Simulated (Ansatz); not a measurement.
SiMe2H2 (C2H8Si). Charge 0, multiplicity 1. Geometry PBE-D4/def2-TZVP, basis def2-TZVP, Ansatz.

```json
{"run": "A", "HOMO (eV)": "-8.80", "LUMO (eV)": "1.05"}
{"run": "B", "HOMO (eV)": "-7.37", "LUMO (eV)": "0.29"}
{"run": "C", "HOMO (eV)": "-7.78", "LUMO (eV)": "0.90"}
{"run": "D", "HOMO (eV)": "-7.89", "LUMO (eV)": "0.39"}
{"run": "E", "HOMO (eV)": "-10.19", "LUMO (eV)": "1.83"}
{"run": "F", "HOMO (eV)": "-11.58", "LUMO (eV)": "3.09"}
```

LC-ωPBE has ω = 0.4 bohr⁻¹.

**Question.** The runs used B97M-V, BLYP, CAM-B3LYP, LC-ωPBE, PBE0, r2SCAN. Estimate which is which.

**Answer.** A PBE0 (25 % exact exchange); B BLYP (0 % exact exchange); C r2SCAN (0 % exact exchange); D B97M-V (0 % exact exchange); E CAM-B3LYP (range-separated); F LC-ωPBE (range-separated). Exact exchange lowers occupied and raises empty levels; among semilocal functionals meta-GGAs tend to open the gap a little, and such runs are hard to tell apart. The gap grows from 7.65 eV (BLYP) to 14.67 eV (LC-ωPBE).
